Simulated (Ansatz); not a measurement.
**TiSb2: a prediction, then the measurements**

The calculation used DFT PBEsol, scalar-relativistic, plane waves, PAW in Ansatz.

Settings: cutoff 420 eV, Γ-centred mesh 8×8×8 on the computed 6-atom cell, Gaussian smearing of 0.10 eV; no spin polarisation.

Relaxed structure, symmetry kept:

Space group I4/mcm (No. 140). a = 6.635 Å, b = 6.635 Å, c = 5.714 Å, α = 90.00°, β = 90.00°, γ = 90.00°
```tsv
atom	site	symmetry	x	y	z
Ti	4a	422	0.0000	0.0000	0.2500
Sb	8h	m.2m	0.1530	0.6530	0.0000
```

- Space group: I4/mcm (No. 140)
- Volume per atom: 20.96 Å³
- Formation energy from the elements' standard states (uncorrected): -0.471 eV/atom
- Kohn–Sham band gap: none (metal)
- Density of states at the Fermi level: 1.11 states/eV per cell
- Löwdin character within 0.5 eV of the Fermi level: Ti 3d 60 %, Sb 5p 31 %
- Bulk modulus: 99 GPa
- Its pressure derivative: 4.5
- Bader charges (e): Ti (2 in the cell) 0.98, Sb (4 in the cell) -0.49

Spin-orbit coupling is left out, which matters for the bands of heavy elements.

**Measured values to compare with.**

“The de Hass-van Alphen quantum oscillations in a three-dimensional Dirac semimetal TiSb2”, 2020, arxiv:2001.07165 reports, for a bulk crystal of TiSb2 at 298 K: lattice constant a 6.649 Å; lattice constant c 5.7976 Å.

“Weyl Semimetallic Phase in High Pressure CrSb2 and Structural Compression Studies of its High Pressure Polymorphs”, 2024, arxiv:2407.17136 quotes, for a bulk crystal of TiSb2: bulk modulus 91 GPa.

Against the measured lattice constant a of TiSb2, 6.649 Å (298 K; the paper above), the calculated 6.635 Å is off by -0.2 %. Against the measured lattice constant c of TiSb2, 5.7976 Å (298 K; the paper above), the calculated 5.714 Å is off by -1.4 %. The calculation is for 0 K without zero-point motion. Against the measured bulk modulus of TiSb2, 91 GPa (quoted in the paper above), the calculated 99 GPa is off by +8.7 %.